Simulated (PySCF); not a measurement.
Isomers of C5H7Cl, mass 102.024 u with the commonest isotopes. The calculation used PBE0-D3(BJ)/def2-SVP geometry optimisation, gas phase in PySCF 2.14.0. One conformer each, none proved a minimum here; rigid rotors.

Task: Order these by out-of-plane moment Σ m c² = (Ia + Ib − Ic)/2, largest first.
A. `[CH2:1]=[C:2]([CH3:3])/[CH:4]=[CH:5]/[Cl:6]` with C1–C2–C4–C5 180°
B. `Cl[C@@H]1CC12CC2`
C. `C[C@@]12C[C@@H]1[C@@H]2Cl`
D. `C(=C1CCC1)Cl`

Result: C (28.17 u·Å²), B (23.67 u·Å²), D (4.79 u·Å²), A (1.58 u·Å²).

Task: Order these by rotational constant B, largest first.
A. `[CH2:1]=[C:2]([CH3:3])/[CH:4]=[CH:5]/[Cl:6]` with C1–C2–C4–C5 180°
B. `[CH3:1]/[CH:2]=[CH:3]/[CH:4]=[CH:5]/[Cl:6]` with C2–C3–C4–C5 180°
C. `[CH2:1]=[C:2]([Cl:3])/[CH:4]=[CH:5]\[CH3:6]` with C1–C2–C4–C5 -179°
D. `[C@@H]12[C@]([C@H]2Cl)(C1)C`
E. `ClC=C1CCC1`

Result: C (2312 MHz), D (1977 MHz), E (1520 MHz), A (1226 MHz), B (834.3 MHz).

Task: Order these by rotational constant A, largest first.
A. `[CH2:1]=[C:2]([Cl:3])/[CH:4]=[CH:5]\[CH3:6]` with C1–C2–C4–C5 -179°
B. `ClC=C1CCC1`
C. `C[C@@]12C[C@@H]1[C@@H]2Cl`
D. `[CH3:1]/[CH:2]=[CH:3]/[CH:4]=[CH:5]/[Cl:6]` with C2–C3–C4–C5 180°
E. `Cl[C@@H]1CC12CC2`
F. `[CH2:1]=[C:2]([CH3:3])/[CH:4]=[CH:5]/[Cl:6]` with C1–C2–C4–C5 180°

Result: D (25343 MHz), B (8674 MHz), F (8240 MHz), E (5887 MHz), C (5740 MHz), A (4228 MHz).

| SMILES | point group | Ia (u·Å²) | Ib (u·Å²) | Ic (u·Å²) | κ | μa (D) | μb (D) | μc (D) |
| --- | --- | --- | --- | --- | --- | --- | --- | --- |
| C=C(C)/C=C/Cl | Cs | 61.33 | 412.19 | 470.35 | -0.96 | 1.41 | 0.59 | 0.00 |
| C=C(Cl)/C=C\C | Cs | 119.54 | 218.60 | 335.01 | -0.41 | 0.54 | 1.00 | 0.00 |
| C[C@@]12C[C@@H]1[C@@H]2Cl | C1 | 88.05 | 255.63 | 287.33 | -0.89 | 2.83 | 0.14 | 0.84 |
| Cl[C@@H]1CC12CC2 | C1 | 85.84 | 257.70 | 296.19 | -0.88 | 1.63 | 0.75 | 0.27 |
| C/C=C/C=C/Cl | Cs | 19.94 | 605.73 | 622.54 | -1.00 | 1.95 | 0.31 | 0.00 |
| ClC=C1CCC1 | Cs | 58.27 | 332.44 | 381.12 | -0.95 | 1.78 | 0.49 | 0.00 |
